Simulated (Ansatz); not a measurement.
Nickel, fcc: convergence with the plane-wave cutoff

Computed with Ansatz, r²SCAN, scalar-relativistic PAW, on the relaxed cell (a = 3.476 Å; ferromagnetic, net 0.74 μB per atom). Errors count from a run at 500 eV on a Γ-centred 25×25×25 mesh with Fermi-Dirac smearing of 0.05 eV, extrapolated to zero width. Fixed here: mesh 15×15×15, Fermi-Dirac width 0.05 eV. The pressure holds a Pulay correction and is unreliable far below the recommended cutoff.

```tsv
cutoff (eV)	E(σ→0) error (meV/atom)	P (GPa)	sphere moment (μB)	SCF iterations
150	90053.5	301.41	0.00	17
200	15083.2	-65.09	0.63	17
250	2481.0	6.83	0.73	21
300	262.3	3.93	0.76	19
420	4.0	0.06	0.78	18
500	-1.0	0.00	0.78	18
600	-2.5	0.03	0.78	19
800	-3.5	0.04	0.78	19
```

**Question.** What does the run at 350 give (cutoff)?

**Answer.** E(σ→0) error (meV/atom): 17.0; P (GPa): 0.25; sphere moment (μB): 0.77; SCF iterations: 18.

Within 5 meV/atom of the last row: from 500 eV on.
